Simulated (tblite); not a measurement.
Compound: C4H7P.
Geometry (GFN2-xTB, Å), atoms numbered from 1 in this order:
```
atom  x, y, z in Å
C1     2.8718    0.2446    0.1668
C2     1.6298   -0.1657   -0.0584
P3     0.1853    0.8206    0.4127
C4    -1.0402   -0.1952   -0.1169
C5    -2.4870    0.1243    0.0194
H6     3.0745    1.1900    0.6436
H7     3.7308   -0.3441   -0.1142
H8     1.4434   -1.1199   -0.5386
H9    -0.8141   -1.1454   -0.5888
H10   -2.6351    1.0882    0.5003
H11   -2.9659    0.1447   -0.9614
H12   -2.9921   -0.6428    0.6094
```

Calculated harmonic vibrations of the isolated species, GFN2-xTB (tblite), most abundant isotopes, no scaling. Against measured fundamentals such values can be off by several per cent, at times by over 20. One conformer, not necessarily the lowest.

Harmonic wavenumbers (cm⁻¹): 72.5, 160.0, 162.8, 212.5, 342.3, 372.2, 523.7, 721.0, 724.5, 887.3, 889.6, 992.4, 1003.3, 1006.9, 1057.3, 1162.4, 1245.4, 1334.5, 1394.6, 1400.1, 1472.4, 1485.8, 1634.7, 2968.1, 2988.2, 3000.8, 3009.2, 3038.3, 3083.5, 3110.5.

A = 18289, B = 1878, C = 1722 MHz; mass 86.029 u (most abundant isotopes); point group Cs, symmetry number 1.

Problem. What is the zero-point energy?

Solution. Half the sum of the wavenumbers: 20728 cm⁻¹ = 247.96 kJ/mol.

Problem. Entropy at 400 K, 1 bar (ideal gas, RRHO, classical rotation)?

Solution. Translation 170.52, rotation 112.87, vibration 88.70: S = 372.1 J/(mol K).

Problem. And Cp and H(400 K) − H(0)?

Solution. Cp = 127.70 J/(mol K), of which vibrations give 94.44 (their classical limit is 30 R = 249.4); H(400 K) − H(0) = 32.30 kJ/mol without the zero-point energy, 18.99 from vibrations.

Problem. What must be added to the electronic energy to get the Gibbs energy at 400 K and 1 bar?

Solution. ZPE + [H(400 K) − H(0)] − T·S = 247.96 + 32.30 − 148.83 = 131.43 kJ/mol.

Problem. Which modes carry the vibrational entropy at 400 K?

Solution. 72.5 cm⁻¹: 19.51; 160.0 cm⁻¹: 13.02; 162.8 cm⁻¹: 12.88; 212.5 cm⁻¹: 10.75; 342.3 cm⁻¹: 7.09; 372.2 cm⁻¹: 6.48 J/(mol K); the other 24 give 18.96 together.

Problem. Blend soft modes into free rotors: weight 1/[1 + (100 cm⁻¹/ν̃)⁴] for the oscillator and the rest for a rotor with moment μB/(μ + B), μ = h/(8π²ν), B = 10⁻⁴⁴ kg m². What vibrational entropy results?

Solution. 84.30 J/(mol K) in place of 88.70, which changes −T·S at 400 K by +1.76 kJ/mol.

Problem. How do the functions run with temperature in this model?

Solution. 
| T (K) | S (J/(mol K)) | Cp (J/(mol K)) | H − H(0) (kJ/mol) | G − H(0) (kJ/mol) | ln q(vib) |
| --- | --- | --- | --- | --- | --- |
| 150 | 279.9 | 70.3 | 7.63 | -34.35 | 1.38 |
| 250 | 320.9 | 92.5 | 15.75 | -64.47 | 2.81 |
| 298.15 | 338.2 | 104.0 | 20.48 | -80.34 | 3.50 |
| 600 | 431.4 | 165.1 | 61.79 | -197.03 | 7.79 |
| 900 | 505.8 | 201.9 | 117.26 | -337.99 | 11.84 |

q(vib) and H(0) count from the zero-point level.

Hindered rotation and anharmonicity are outside this model. Other conformers, if any are populated, would add a mixing term that is left out.
